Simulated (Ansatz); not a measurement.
Input file:

```yaml
crystal:
  periodic: [false, false, false]
  atoms:
    - {symbol: Na, position_ang: [0.000000, 0.000000, 0.000000]}
    - {symbol: H, position_ang: [0.000000, 0.000000, -3.962119]}
    - {symbol: H, position_ang: [0.000000, 0.000000, 3.962119]}
basis:
  gaussian: {orbitals: "6-31G*", point_charges: [{charge: -0.50, position_ang: [4.366, -0.936, 0.359]}]}
total_charge: 1
magnetization: {spin_polarized: false, initial_magnetization: 2}
correlation: {method: ccsdt_q_b, electrons: all}
output: {forces: true}
```

```sh
$ ansatz run in.yaml --threads 1 --pin off --events-out ev --progress --plain --max-ram 2393MiB
```

Log:

```
353 factors; integrals over basis functions are off by at most 1.8e-7 eV
mean field evaluation 1: about -4427.4282 eV, gradient 4.7e0 eV
mean field evaluation 2: about -4427.4283 eV, gradient 4.7e0 eV
mean field evaluation 4: about -4427.6953 eV, gradient 1.2e0 eV
mean field evaluation 8: about -4427.7305 eV, gradient 6.5e-4 eV
mean field -4427.73052385 eV, -162.7160955279 hartree, gradient 8.8e-7 eV, S^2 2.000000; 0 other end points of the search recorded, 0 dependent functions left out
mean field evaluation 16: about -4427.6853 eV, gradient 1.8e0 eV
reference -4427.73052385 eV, -162.7160955279 hartree; 7, 5 occupied and 16, 18 virtual orbitals, 353 factors
second order -0.04094657 eV of doubles, -0.00000001 eV of singles
cycle   1  -0.03808546 eV  change    2.9e-3 eV  update   4.7e-3
cycle   2  -0.03977948 eV  change   -1.7e-3 eV  update   1.2e-3
cycle   3  -0.03971055 eV  change    6.9e-5 eV  update   3.2e-4
cycle   4  -0.03972398 eV  change   -1.3e-5 eV  update   3.2e-5
cycle   5  -0.03972394 eV  change    4.7e-8 eV  update   6.3e-6
cycle   6  -0.03972324 eV  change    6.9e-7 eV  update   1.4e-6
perturbative correction 0.00000091 eV, 0.0000000335 hartree
the calculation of the forces begins
Total energy: -4427.77024618 eV, -162.7175552966 hartree
Atom 0 at     0.000000     0.000000     0.000000 Å, force     0.348323    -0.074675     0.028755 eV/Å
Atom 1 at     0.000000     0.000000    -3.962119 Å, force    -0.000013     0.000003     0.015830 eV/Å
Atom 2 at     0.000000     0.000000     3.962119 Å, force     0.000023    -0.000005    -0.015976 eV/Å
Dipole moment:     0.002091    -0.000448     0.000114 e Å
```

Forces (eV/Å):
```
Na   0.348 -0.075  0.029
H    0.000  0.000  0.016
H    0.000  0.000 -0.016
```

Ran on 1 thread of INTEL XEON PLATINUM 8581C, shared host: 24 s wall, 0.56 GiB peak host memory.
